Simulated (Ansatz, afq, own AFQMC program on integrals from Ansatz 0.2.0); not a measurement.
# Be2H2⁺, doublet in cc-pVDZ, levels against full CI

```yaml
atoms:
  - { symbol: Be, position_ang: [0.0000, 0.0000, 1.0527] }
  - { symbol: Be, position_ang: [0.0000, 0.0000, -1.0527] }
  - { symbol: H, position_ang: [0.0000, 0.0000, 2.4002] }
  - { symbol: H, position_ang: [0.0000, 0.0000, -2.4002] }
```

Connectivity, by distances: BeH–BeH.

Basis cc-pVDZ. Noble-gas cores (and the filled d shells of Ga–Kr and In–Xe) are frozen. Ansatz 0.2.0 and our own AFQMC program on the same integrals; the CISD trial comes from CCSD amplitudes, and released means the phaseless constraint is let go. Free AFQMC starts from the CCSD state and is never constrained. Its projection time is finite, and what remains of the start isn't in its error. ± is one standard error of the sampling.

Determinant: UHF, the one that the program's search chose, which needn't be the lowest solution. The geometry is a PBE0/def2-TZVP stationary point of this or a neighbouring charge and spin state.

Full CI on the same integrals is exact in this basis and with this determinant's frozen core.

Cautions: the ph-AFQMC/HF walk drifts between its halves (2.8 errors).

* T1 diagnostic: 0.0312
* weight of the determinant in the CISD state: 0.930
* ⟨S²⟩ of the determinant: 0.762
* size of the correlated space: 5 electrons in 36 orbitals

| level | correlation energy (eV) |
| --- | --- |
| MP2 | -1.5018 |
| CCSD | -2.1005 |
| CCSD(T) | -2.1240 |

(1) Estimate where full CI lies against CCSD(T) on the same integrals.

(1) 11.8 meV below CCSD(T).

Reference: full CI, correlation energy -2.136 eV. The released energy is read at 2.40 1/Eh (meV from the phaseless value at times in 1/Eh: -2 ± 5 at 0.24, -5 ± 4 at 0.51, -9 ± 3 at 0.99, -10 ± 4 at 1.62, -6 ± 4 at 2.40).

```json
{"level": "CCSD(T)", "E − E(reference) (meV)": "11.8", "share of correlation (%)": "99.45"}
{"level": "CCSDT", "E − E(reference) (meV)": "0.2", "share of correlation (%)": "99.99"}
{"level": "CCSDT(Q)", "E − E(reference) (meV)": "-0.1", "share of correlation (%)": "100.00"}
{"level": "ph-AFQMC/HF", "E − E(reference) (meV)": "-94.1 ± 22.0", "share of correlation (%)": "104.41"}
{"level": "ph-AFQMC/CISD", "E − E(reference) (meV)": "2.3 ± 3.8", "share of correlation (%)": "99.89"}
{"level": "released AFQMC", "E − E(reference) (meV)": "-3.4 ± 4.2", "share of correlation (%)": "100.16"}
{"level": "free AFQMC", "E − E(reference) (meV)": "0.9 ± 4.8", "share of correlation (%)": "99.96"}
```

CCSDT and higher add their correlation energy to the determinant of the CCSD(T) run, since their own runs factorise the integrals more tightly (a shift of under 2 meV). Free projections are given only where their last times agree within the noise and don't stop above the reference; a slow remainder of the start can still hide under it. A walk keeps the symmetry of its determinant, which the program's search chose and which needn't be the lowest solution, so a lower state of the same spin and another symmetry isn't excluded. Released energies are given only where the last usable release times agree within the noise; a slower fall can still hide under it.
